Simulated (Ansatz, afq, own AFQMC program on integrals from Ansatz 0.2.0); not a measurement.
Integrals from Ansatz 0.2.0, then the random walk in our own AFQMC program (afq).

```yaml
crystal:
  periodic: [false, false, false]
  atoms:
    - {symbol: B, position_ang: [-1.991028, 0.000000, 0.000000]}
    - {symbol: H, position_ang: [-2.587762, 1.033571, 0.000000]}
    - {symbol: H, position_ang: [-2.587762, -1.033571, 0.000000]}
    - {symbol: H, position_ang: [-0.608028, 0.000000, 0.000000]}
    - {symbol: Si, position_ang: [0.973972, 0.000000, 0.000000]}
basis:
  gaussian: {orbitals: cc-pVTZ}
magnetization: {spin_polarized: true, initial_magnetization: 2}
correlation: {method: ccsd_t, electrons: outside_noble_gas, hamiltonian_folder: ham}
```

```sh
$ ansatz run in.yaml --threads 1 --pin off --events-out ev --progress --plain --max-ram 15360MiB --backend cuda --devices 0, --max-vram 18GiB
```

Options of the walk:

```
--method phaseless --trial cisd --walkers 1000 --populations 20 --least-time 60 --time-step 0.005 --steps-per-block 50 --equilibration-blocks 28 --max-blocks 4000 --target-error 0.00019 --factor-cut 1e-05 --start spin_pure --seed 6025 --release-times 0.24,0.51,0.99,1.62,2.4 --release-step 0.03 --release-every 3 --taylor-order 6
```

Times are imaginary, in 1/Eh. The walk had a cap of 233 s. With eight or more populations the least sampling time is a fifth of least-time, and the error comes from their spread.

afq prints:

```
orbitals 100  electrons 6 4  factors 600 of 609
reference energy -315.22877540 Eh
CCSD correlation -0.22329923 Eh in 15 cycles, weight of the determinant in the CISD state 0.8493
energy of the start -315.450184 Eh
 block  time / (1/Eh)  mean weight  energy / Eh
     1     0.250  0.9999  -315.448578
     2     0.500  1.0002  -315.450204
     3     0.750  0.9996  -315.452730
     4     1.000  1.0002  -315.454785
     5     1.250  0.9998  -315.456502
    10     2.500  0.9997  -315.459981
    31     7.750  0.9999  -315.461733
    56    14.000  1.0003  -315.460363
    81    20.250  1.0001  -315.462241
   106    26.500  0.9997  -315.462058
   111    27.750  1.0001  -315.464640
   121    30.250  0.9997  -315.459673
   131    32.750  1.0010  -315.461842
   156    39.000  1.0006  -315.464523
   181    45.250  0.9995  -315.462119
   206    51.500  1.0005  -315.460506
   231    57.750  1.0000  -315.463377
   236    59.000  1.0005  -315.460942
error from the spread of 20 populations
released: time / (1/Eh)  energy / Eh  error  mean overlap
  0.24  -315.462667  0.000449  0.9992
  0.51  -315.462696  0.000124  0.9957
  0.99  -315.463000  0.000171  0.9940
  1.62  -315.463088  0.000216  0.9883
  2.40  -315.463345  0.000292  0.9838
energy -315.461825 +/- 0.000190 Eh
(rows thinned)
```

The run passed its tests (sampling time, drift between the halves within three errors, error under three times the target), which doesn't prove that it has relaxed.

Against this walk (error 5.2 meV) on the same determinant: CCSD(T) 35.5 meV higher, CCSDT(Q) 28.7 meV lower. The error is statistical and leaves out the bias of the constraint. The released energies have errors that jump between times, so the bars are unsure (meV from the phaseless value at times in 1/Eh: -23 ± 12 at 0.24, -24 ± 3 at 0.51, -32 ± 5 at 0.99, -34 ± 6 at 1.62, -41 ± 8 at 2.40), so they give no level; they do show a bias of the constraint, and the last of them that isn't too noisy lies 13 meV below CCSDT(Q). CCSDT(Q) is the surest value here, so the walk's 29 meV above it is most likely the bias of the constraint with this trial, which can have either sign.

Cautions: constraint bias not in the error; lower spins were not checked.

The walk took 3.2 min on 1 × NVIDIA H100 80GB HBM3 with 2 threads of AMD EPYC 7R13 Processor (Zen 3), on a shared host (the card was shared). The log's last line is the phaseless energy.

CCSDT and higher add their correlation energy to the determinant of the CCSD(T) run, since their own runs factorise the integrals more tightly (a shift of under 2 meV). A walk keeps the symmetry of its determinant, which the program's search chose and which needn't be the lowest solution, so a lower state of the same spin and another symmetry isn't excluded.
